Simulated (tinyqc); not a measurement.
Worked calculation (part 2 of 2): UHF in the sto-3g basis, for H2O, spin multiplicity 1. Computed by tinyqc, a small Python program that keeps every step (integrals from PySCF). Command: `OMP_NUM_THREADS=1 python tinyqc.py 30507 30508 out.jsonl` (the two numbers bound the seeds that draw the settings). One thread of a shared host (Intel(R) Xeon(R) Processor @ 2.60GHz), about 0.1 s of CPU time with the checks.

Geometry (angstrom):
```
atom         x          y         z
O     0.000000   0.000000  0.000000
H     0.000000   0.773000  0.723000
H     0.000000  -0.773000  0.723000
```

## Iteration 2: DIIS over 2 matrices

error matrix X^T (FDS - SDF) X (alpha):
```
           1          2          3          4          5          6          7
1   0.000000  -0.003175   0.004078   0.000000  -0.003436   0.001218   0.001218
2   0.003175   0.000000  -0.098798   0.000000  -0.013814   0.037143   0.037143
3  -0.004078   0.098798   0.000000   0.000000   0.124686  -0.085625  -0.085625
4   0.000000   0.000000   0.000000   0.000000   0.000000   0.013680  -0.013680
5   0.003436   0.013814  -0.124686   0.000000   0.000000   0.034904   0.034904
6  -0.001218  -0.037143   0.085625  -0.013680  -0.034904   0.000000   0.000000
7  -0.001218  -0.037143   0.085625   0.013680  -0.034904   0.000000   0.000000
```

B (overlaps of the stored error matrices):
```
               1              2
1  1.1546059e+00  1.6442692e-01
2  1.6442692e-01  1.8309356e-01
```

Minimise |sum c_i e_i|^2 with sum c_i = 1: solve [B -1; -1 0][c; lambda] = [0; -1] with B_ij = tr e_i^T e_j summed over both spins, and take F = sum c_i F_i.

DIIS coefficients: 0.018503  0.981497

extrapolated F(alpha) (hartree), lower triangle:
```
             1O 1s      1O 2s     1O 2px     1O 2py     1O 2pz      2H 1s      3H 1s
1O 1s   -20.267481
1O 2s    -5.166038  -2.452020
1O 2px    0.000058   0.086871  -0.190175
1O 2py    0.000000   0.000000   0.000000  -0.327245
1O 2pz   -0.013044  -0.088640   0.177894   0.000000  -0.413319
2H 1s    -0.941377  -0.848572  -0.060736  -0.341903  -0.332099  -0.433940
3H 1s    -0.941377  -0.848572  -0.060736   0.341903  -0.332099  -0.336720  -0.433940
```

extrapolated F(beta) (hartree), lower triangle:
```
             1O 1s      1O 2s     1O 2px     1O 2py     1O 2pz      2H 1s      3H 1s
1O 1s   -20.267481
1O 2s    -5.166038  -2.452020
1O 2px   -0.000058  -0.086871  -0.190175
1O 2py    0.000000   0.000000   0.000000  -0.327245
1O 2pz   -0.013044  -0.088640  -0.177894   0.000000  -0.413319
2H 1s    -0.941377  -0.848572   0.060736  -0.341903  -0.332099  -0.433940
3H 1s    -0.941377  -0.848572   0.060736   0.341903  -0.332099  -0.336720  -0.433940
```

## Iteration 2: diagonalisation and new density

X, lower triangle:
```
            1O 1s      1O 2s    1O 2px     1O 2py     1O 2pz      2H 1s     3H 1s
1O 1s    1.023758
1O 2s   -0.138249   1.176297
1O 2px   0.000000   0.000000  1.000000
1O 2py   0.000000   0.000000  0.000000   1.073394
1O 2pz  -0.008980   0.089481  0.000000   0.000000   1.051869
2H 1s    0.019493  -0.236856  0.000000  -0.180334  -0.137796   1.152571
3H 1s    0.019493  -0.236856  0.000000   0.180334  -0.137796  -0.087279  1.152571
```

Diagonalise F' = X^T F X, C = X C', fill 5 alpha and 5 beta electrons from the bottom; D(s) = C_occ C_occ^T. Each column has its largest component positive (the first on a tie).

F' = X^T F X (alpha) (hartree), lower triangle:
```
            1          2          3          4          5          6         7
1  -19.892860
2   -2.679797  -1.357511
3   -0.015916   0.146868  -0.190175
4    0.000000   0.000000   0.000000  -0.118639
5   -0.039837   0.082396   0.211633   0.000000  -0.286244
6   -0.124307  -0.398865  -0.109790  -0.392177  -0.275515   0.005739
7   -0.124307  -0.398865  -0.109790   0.392177  -0.275515  -0.129308  0.005739
```

orbital energies (alpha) (hartree): MO1 -20.275759, MO2 -1.249924, MO3 -0.560738, MO4 -0.527597, MO5 -0.283922, MO6 0.486842, MO7 0.577146

coefficients C (alpha):
```
              MO1        MO2        MO3        MO4        MO5        MO6        MO7
1O 1s    0.994400  -0.242513   0.000000   0.080924   0.048520  -0.107186   0.000000
1O 2s    0.024451   0.906212   0.000000  -0.391445  -0.323268   0.665918   0.000000
1O 2px  -0.000163  -0.081173   0.000000  -0.255887   0.881671   0.388057   0.000000
1O 2py   0.000000   0.000000   0.680394   0.000000   0.000000   0.000000   0.868493
1O 2pz   0.002961   0.116846   0.000000   0.812192  -0.057152   0.689859   0.000000
2H 1s   -0.004738   0.110916   0.405453   0.198742   0.365571  -0.676333  -0.797961
3H 1s   -0.004738   0.110916  -0.405453   0.198742   0.365571  -0.676333   0.797961
```

F' = X^T F X (beta) (hartree), lower triangle:
```
            1          2          3          4          5          6         7
1  -19.892860
2   -2.679797  -1.357511
3    0.015916  -0.146868  -0.190175
4    0.000000   0.000000   0.000000  -0.118639
5   -0.039837   0.082396  -0.211633   0.000000  -0.286244
6   -0.124307  -0.398865   0.109790  -0.392177  -0.275515   0.005739
7   -0.124307  -0.398865   0.109790   0.392177  -0.275515  -0.129308  0.005739
```

orbital energies (beta) (hartree): MO1 -20.275759, MO2 -1.249924, MO3 -0.560738, MO4 -0.527597, MO5 -0.283922, MO6 0.486842, MO7 0.577146

coefficients C (beta):
```
              MO1        MO2        MO3        MO4        MO5        MO6        MO7
1O 1s    0.994400  -0.242513   0.000000   0.080924  -0.048520  -0.107186   0.000000
1O 2s    0.024451   0.906212   0.000000  -0.391445   0.323268   0.665918   0.000000
1O 2px   0.000163   0.081173   0.000000   0.255887   0.881671  -0.388057   0.000000
1O 2py   0.000000   0.000000   0.680394   0.000000   0.000000   0.000000   0.868493
1O 2pz   0.002961   0.116846   0.000000   0.812192   0.057152   0.689859   0.000000
2H 1s   -0.004738   0.110916   0.405453   0.198742  -0.365571  -0.676333  -0.797961
3H 1s   -0.004738   0.110916  -0.405453   0.198742  -0.365571  -0.676333   0.797961
```

D(alpha) after iteration 2, lower triangle:
```
            1O 1s      1O 2s     1O 2px     1O 2py    1O 2pz     2H 1s     3H 1s
1O 1s    1.056546
1O 2s   -0.242816   1.079549
1O 2px   0.041594  -0.258414   0.849412
1O 2py   0.000000   0.000000   0.000000   0.462936
1O 2pz   0.037561  -0.193494  -0.267705   0.000000  0.676584
2H 1s    0.002210  -0.095577   0.262456   0.275868  0.153470  0.349858
3H 1s    0.002210  -0.095577   0.262456  -0.275868  0.153470  0.021073  0.349858
```

D(beta) after iteration 2, lower triangle:
```
            1O 1s      1O 2s     1O 2px     1O 2py    1O 2pz     2H 1s     3H 1s
1O 1s    1.056546
1O 2s   -0.242816   1.079549
1O 2px  -0.041594   0.258414   0.849412
1O 2py   0.000000   0.000000   0.000000   0.462936
1O 2pz   0.037561  -0.193494   0.267705   0.000000  0.676584
2H 1s    0.002210  -0.095577  -0.262456   0.275868  0.153470  0.349858
3H 1s    0.002210  -0.095577  -0.262456  -0.275868  0.153470  0.021073  0.349858
```

## Iteration 12 (converged): orbitals

converged F(alpha) (hartree), lower triangle:
```
             1O 1s      1O 2s     1O 2px     1O 2py     1O 2pz      2H 1s      3H 1s
1O 1s   -20.258951
1O 2s    -5.165099  -2.426098
1O 2px    0.000000   0.000000  -0.394006
1O 2py    0.000000   0.000000   0.000000  -0.253565
1O 2pz   -0.026752  -0.096054   0.000000   0.000000  -0.299483
2H 1s    -0.941973  -0.865145   0.000000  -0.347957  -0.369458  -0.467252
3H 1s    -0.941973  -0.865145   0.000000   0.347957  -0.369458  -0.331335  -0.467252
```

converged F(beta) (hartree), lower triangle:
```
             1O 1s      1O 2s     1O 2px     1O 2py     1O 2pz      2H 1s      3H 1s
1O 1s   -20.258951
1O 2s    -5.165099  -2.426098
1O 2px    0.000000   0.000000  -0.394006
1O 2py    0.000000   0.000000   0.000000  -0.253565
1O 2pz   -0.026752  -0.096054   0.000000   0.000000  -0.299483
2H 1s    -0.941973  -0.865145   0.000000  -0.347957  -0.369458  -0.467252
3H 1s    -0.941973  -0.865145   0.000000   0.347957  -0.369458  -0.331335  -0.467252
```

As before.

F' = X^T F X (alpha) (hartree), lower triangle:
```
            1          2          3          4          5          6          7
1  -19.883311
2   -2.686849  -1.303672
3    0.000000   0.000000  -0.394006
4    0.000000   0.000000   0.000000  -0.031576
5   -0.056898   0.112362   0.000000   0.000000  -0.139810
6   -0.119677  -0.427874   0.000000  -0.406238  -0.332756  -0.012241
7   -0.119677  -0.427874   0.000000   0.406238  -0.332756  -0.098008  -0.012241
```

orbital energies (alpha) (hartree): MO1 -20.267333, MO2 -1.233156, MO3 -0.550400, MO4 -0.464464, MO5 -0.394006, MO6 0.527910, MO7 0.604591

coefficients C (alpha):
```
              MO1        MO2        MO3        MO4       MO5        MO6        MO7
1O 1s    0.994378  -0.236598   0.000000   0.102025  0.000000  -0.113401   0.000000
1O 2s    0.024575   0.869049   0.000000  -0.522050  0.000000   0.703285   0.000000
1O 2px   0.000000   0.000000   0.000000   0.000000  1.000000   0.000000   0.000000
1O 2py   0.000000   0.000000   0.625700   0.000000  0.000000   0.000000   0.908689
1O 2pz   0.003670   0.104577   0.000000   0.723745  0.000000   0.785961   0.000000
2H 1s   -0.004852   0.148148   0.453755   0.325368  0.000000  -0.717674  -0.771519
3H 1s   -0.004852   0.148148  -0.453755   0.325368  0.000000  -0.717674   0.771519
```

F' = X^T F X (beta) (hartree), lower triangle:
```
            1          2          3          4          5          6          7
1  -19.883311
2   -2.686849  -1.303672
3    0.000000   0.000000  -0.394006
4    0.000000   0.000000   0.000000  -0.031576
5   -0.056898   0.112362   0.000000   0.000000  -0.139810
6   -0.119677  -0.427874   0.000000  -0.406238  -0.332756  -0.012241
7   -0.119677  -0.427874   0.000000   0.406238  -0.332756  -0.098008  -0.012241
```

orbital energies (beta) (hartree): MO1 -20.267333, MO2 -1.233156, MO3 -0.550400, MO4 -0.464464, MO5 -0.394006, MO6 0.527910, MO7 0.604591

coefficients C (beta):
```
              MO1        MO2        MO3        MO4       MO5        MO6        MO7
1O 1s    0.994378  -0.236598   0.000000   0.102025  0.000000  -0.113401   0.000000
1O 2s    0.024575   0.869049   0.000000  -0.522050  0.000000   0.703285   0.000000
1O 2px   0.000000   0.000000   0.000000   0.000000  1.000000   0.000000   0.000000
1O 2py   0.000000   0.000000   0.625700   0.000000  0.000000   0.000000   0.908689
1O 2pz   0.003670   0.104577   0.000000   0.723745  0.000000   0.785961   0.000000
2H 1s   -0.004852   0.148148   0.453755   0.325368  0.000000  -0.717674  -0.771519
3H 1s   -0.004852   0.148148  -0.453755   0.325368  0.000000  -0.717674   0.771519
```

D(alpha) after iteration 12, lower triangle:
```
            1O 1s      1O 2s    1O 2px     1O 2py    1O 2pz      2H 1s     3H 1s
1O 1s    1.055175
1O 2s   -0.234441   1.028386
1O 2px   0.000000   0.000000  1.000000
1O 2py   0.000000   0.000000  0.000000   0.391500
1O 2pz   0.052746  -0.286858  0.000000   0.000000  0.534756
2H 1s   -0.006681  -0.041230  0.000000   0.283914  0.250959   0.333729
3H 1s   -0.006681  -0.041230  0.000000  -0.283914  0.250959  -0.078058  0.333729
```

D(beta) after iteration 12, lower triangle:
```
            1O 1s      1O 2s    1O 2px     1O 2py    1O 2pz      2H 1s     3H 1s
1O 1s    1.055175
1O 2s   -0.234441   1.028386
1O 2px   0.000000   0.000000  1.000000
1O 2py   0.000000   0.000000  0.000000   0.391500
1O 2pz   0.052746  -0.286858  0.000000   0.000000  0.534756
2H 1s   -0.006681  -0.041230  0.000000   0.283914  0.250959   0.333729
3H 1s   -0.006681  -0.041230  0.000000  -0.283914  0.250959  -0.078058  0.333729
```

## Convergence

Stop when the energy changes by less than 1e-09 hartree and every element of the error matrix X^T (F D S - S D F) X (for each spin) is below 9e-06.

Course of the cycle:
```
iteration   E (hartree)     change  largest element of the error matrix
1          -73.57073679          -                             2.62e-01
2          -74.68817175  -1.12e+00                             1.25e-01
3          -74.85326906  -1.65e-01                             7.57e-02
4          -74.93849843  -8.52e-02                             2.69e-02
5          -74.95201072  -1.35e-02                             1.29e-02
6          -74.95556530  -3.55e-03                             5.02e-03
7          -74.95573729  -1.72e-04                             1.39e-03
8          -74.95574467  -7.38e-06                             3.62e-04
9          -74.95574618  -1.51e-06                             1.33e-04
10         -74.95574630  -1.14e-07                             1.73e-05
11         -74.95574630  -1.77e-09                             3.47e-07
12         -74.95574630  -6.25e-13                             1.02e-10
```

PySCF UHF in the same basis, after a stability check = -74.95574630 hartree

Converged in 12 iterations.

## Populations, bond orders and dipole

overlap S, lower triangle:
```
           1O 1s     1O 2s    1O 2px     1O 2py    1O 2pz     2H 1s     3H 1s
1O 1s   1.000000
1O 2s   0.236704  1.000000
1O 2px  0.000000  0.000000  1.000000
1O 2py  0.000000  0.000000  0.000000   1.000000
1O 2pz  0.000000  0.000000  0.000000   0.000000  1.000000
2H 1s   0.042407  0.410860  0.000000   0.260353  0.243513  1.000000
3H 1s   0.042407  0.410860  0.000000  -0.260353  0.243513  0.240317  1.000000
```

Mulliken: Z minus the diagonal of D S on the atom; Loewdin: the same with S^(1/2) D S^(1/2); Mayer order: 2 sum_s sum (D(s) S)_ij (D(s) S)_ji over the two atoms.

Charges (e):
```
atom   Mulliken    Loewdin  Mulliken spin
1O    -0.268890  -0.193663              0
2H     0.134445   0.096832              0
3H     0.134445   0.096832              0
```

Mayer bond orders:
```
pair     order
2-1   0.978814
3-1   0.978814
3-2   0.003111
```

dipole moment about the origin, x y z (debye): 0.000000  0.000000  1.640975

<S^2> of the determinant (pure state: 0) = 0.000000
